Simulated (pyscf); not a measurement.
## Four-centre exchange: `[F][SiH2]` [doublet] + `[NH3]` → `[NH2][SiH2]` [doublet] + `[FH]`

Gas phase, doublet surface, charge 0. Bonds broken: Si1–F2, N5–H6. Bonds formed: Si1–N5, F2–H6. Optimised with ωB97X-D3(BJ)/def2-SVP in PySCF. MP2 and CC: frozen core, UHF for open shells. ΔMP2 is the change of the MP2 total energy from the triple- to the quadruple-zeta basis.

Transition state (Å):

```xyz
8

Si    -1.3854    -0.8724    -0.1182
F     -1.2067     0.9668     0.9534
H     -1.0645    -2.2147    -0.7615
H     -2.6811    -0.4353    -0.7113
N     -0.1279     0.2535    -0.9290
H     -0.4866     0.9794     0.0298
H      0.8370    -0.0762    -0.9211
H     -0.3575     0.5787    -1.8680
```

One imaginary mode, 799i cm⁻¹; descent along it reached the two sides named, in the forms told below.

| bond | change | reactant side (Å) | saddle | product side |
|---|---|---|---|---|
| Si1–F2 | breaks | 1.649 | 2.136 | 3.1 |
| N5–H6 | breaks | 1.021 | 1.255 | 1.753 |
| Si1–N5 | forms | 2.496 | 1.873 | 1.770 |
| F2–H6 | forms | 2.8 | 1.171 | 0.947 |

Electronic energies relative to the separated reactants (eV):

```csv
level,barrier,reaction energy,reverse barrier
ωB97X-D3(BJ)/def2-TZVP,0.93,+0.72,0.21
PBE/def2-TZVP,0.73,+0.73,-0.01
r²SCAN/def2-TZVP,0.84,+0.78,0.07
B3LYP-D3(BJ)/def2-TZVP,0.96,+0.76,0.19
PBE0-D3(BJ)/def2-TZVP,0.81,+0.70,0.11
M06-2X/def2-TZVP,0.95,+0.76,0.18
ωB97M-D3(BJ)/def2-TZVP,0.94,+0.76,0.19
HF/def2-TZVP,1.75,+0.90,0.85
MP2/def2-QZVPP,1.03,+0.72,0.31
CCSD/def2-TZVPP,1.17,+0.74,0.43
CCSD(T)/def2-TZVPP,1.06,+0.72,0.34
CCSD(T)/def2-TZVPP + ΔMP2(QZVPP),1.08,+0.72,0.36
```

With CCSD(T)/def2-TZVPP + ΔMP2(QZVPP) energies and thermal terms (ideal gas, 1 atm, RRHO with modes under 100 cm⁻¹ raised to 100, one conformer, R ln 2 for chiral ones without a mode under 150 cm⁻¹), in eV:

```
T (K)   ΔH‡   ΔG‡     ΔH     ΔG
-----  ----  ----  -----  -----
298    1.02  1.48  +0.68  +0.69
600    1.03  1.95  +0.71  +0.69
900    1.06  2.40  +0.74  +0.67
1200   1.09  2.84  +0.77  +0.65
```

On the reactant side the descent ends in a complex (not fully relaxed), 0.19 eV under the separated species and 1.12 eV under the saddle at ωB97X-D3(BJ)/def2-TZVP. On the product side the descent ends in a complex, 0.31 eV under the separated species and 0.52 eV under the saddle at ωB97X-D3(BJ)/def2-TZVP. At PBE the saddle lies under the separated products, which points to a path from their complex (located at ωB97X-D3(BJ) alone), and parting the products costs more than the saddle. One saddle was located; it need not be the lowest between these sides. The CCSD(T) − MP2 part came from Ansatz, without density fitting, on the same reference.
